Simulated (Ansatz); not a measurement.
A nudged elastic band was laid between two geometries of AlFH₃N (6 atoms, charge 0, multiplicity 1).

Theory: RKS PBE0-D4/6-31G* (Ansatz 0.2.0).

```yaml
movable_images: 7
climbing_image: yes
spring: 5.0 eV/Å²
optimiser: quadratic models (default)
start_path: through a guess of the saddle point
force_threshold: 0.03 eV/Å
iteration_limit: 60
end_points: relaxed
```

Initial state:

```xyz
6
Properties=species:S:1:pos:R:3
Al 0.578 0.035 0.084
N 0.960 -0.038 1.809
H 0.289 -0.137 2.557
H 1.899 0.015 2.178
H 1.705 0.191 -1.011
F -1.009 -0.065 -0.376
```

Final state:

```xyz
6
Properties=species:S:1:pos:R:3
Al 0.099 -0.825 -0.551
N 1.283 0.132 1.154
H 0.552 0.633 1.656
H 1.706 -0.538 1.794
H 2.008 0.796 0.887
F -1.225 -0.198 0.301
```

Problem. Which bonds break or form, and what moves?

Solution. Bonds broken: Al1–N2, Al1–H5. Bonds formed: N2–H5.

Problem. Give the energies along the band, and the barrier.

Solution. It converged. The highest image is number 2 of 0 to 8, 64.1 kcal/mol above the first end and 46.3 kcal/mol above the last; the last end lies 17.9 kcal/mol above the first. The profile has 2 maxima (images 2, 6) with wells between them (image 3): this band takes more than one step, which may be the mechanism or a detour left from its start path. Neighbouring images differ by up to 2.1 eV, so the band resolves the path poorly. A vibrational analysis at the climbing image gives one clearly imaginary mode, 1374i cm⁻¹: a first-order saddle point. The orbitals stay closed-shell, which can raise the energy where a bond breaks towards radicals; this wasn't checked here.

```tsv
image	path coordinate (Å)	energy (kcal/mol)	Al1–N2 (Å)	Al1–H5 (Å)	N2–H5 (Å)
0	0.00	0.0	1.77	1.58	2.93
1	0.99	15.5	1.75	1.56	2.45
2	1.98	64.1	1.89	1.72	1.53
3	2.96	18.9	2.25	2.64	1.02
4	3.93	20.5	2.61	3.13	1.01
5	4.91	30.0	3.72	3.51	1.02
6	5.89	30.1	3.68	3.63	1.02
7	6.87	25.1	2.95	3.27	1.02
8	7.85	17.9	2.29	2.89	1.02
```

Problem. What is the geometry of the highest image?

Solution. 
```xyz
6
Properties=species:S:1:pos:R:3
Al 0.342 0.522 -0.168
N 1.045 -0.058 1.493
H 0.724 -0.728 2.202
H 1.787 0.521 1.887
H 1.781 -0.357 0.184
F -1.256 0.100 -0.357
```

Run time: 3.6 min on 1 thread of Arm Neoverse V1, with other jobs on the host, peak memory 0.1 GiB.
